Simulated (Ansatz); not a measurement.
C₇H₁₆, SMILES `CCC(C)C(C)C`, relaxed with RKS PBE0-D4/def2-TZVP in Ansatz 0.2.0 from a GFN2-xTB geometry. The force threshold is 0.005 eV/Å; the program also tests the step.

The species carries charge 0 and has multiplicity 1.

Start:

```xyz
23

C     1.097    0.825    1.912
C    -0.342    0.456    1.567
C    -0.499   -0.451    0.335
C     0.110   -1.827    0.616
C     0.075    0.165   -0.955
C    -0.184   -0.740   -2.161
C    -0.521    1.545   -1.238
H     1.557    1.405    1.117
H     1.696   -0.065    2.083
H     1.116    1.425    2.820
H    -0.919    1.371    1.419
H    -0.784   -0.063    2.422
H    -1.578   -0.586    0.182
H     1.195   -1.789    0.563
H    -0.174   -2.167    1.610
H    -0.242   -2.564   -0.100
H     1.159    0.271   -0.840
H    -1.247   -0.952   -2.255
H     0.148   -0.250   -3.073
H     0.351   -1.681   -2.074
H    -0.229    2.270   -0.484
H    -0.176    1.910   -2.202
H    -1.608    1.490   -1.264
```

```json
{"step": "1", "energy (eV)": "-7514.5008", "largest force (eV/Å)": "0.421", "largest move (Å)": "0.000"}
{"step": "2", "energy (eV)": "-7514.5179", "largest force (eV/Å)": "0.174", "largest move (Å)": "0.031"}
{"step": "3", "energy (eV)": "-7514.5209", "largest force (eV/Å)": "0.030", "largest move (Å)": "0.021"}
{"step": "4", "energy (eV)": "-7514.5213", "largest force (eV/Å)": "0.008", "largest move (Å)": "0.017"}
{"step": "5", "energy (eV)": "-7514.5214", "largest force (eV/Å)": "0.001", "largest move (Å)": "0.011"}
{"step": "6", "energy (eV)": "-7514.5215", "largest force (eV/Å)": "0.002", "largest move (Å)": "0.013"}
```

End:

```xyz
23

C     1.091    0.849    1.901
C    -0.337    0.452    1.560
C    -0.489   -0.462    0.339
C     0.111   -1.836    0.619
C     0.062    0.154   -0.957
C    -0.200   -0.739   -2.164
C    -0.506    1.543   -1.219
H     1.554    1.429    1.099
H     1.723   -0.024    2.083
H     1.116    1.463    2.804
H    -0.937    1.355    1.416
H    -0.780   -0.063    2.420
H    -1.569   -0.598    0.186
H     1.205   -1.799    0.637
H    -0.223   -2.213    1.589
H    -0.179   -2.570   -0.134
H     1.151    0.248   -0.845
H    -1.274   -0.921   -2.284
H     0.158   -0.264   -3.080
H     0.296   -1.707   -2.081
H    -0.229    2.261   -0.446
H    -0.145    1.933   -2.174
H    -1.600    1.511   -1.269
```

Hardware: 3 threads of an AMD EPYC 7R13 on a shared host and a share of an NVIDIA H100 80 GB. Wall time 28 s, peak host memory 0.94 GiB.
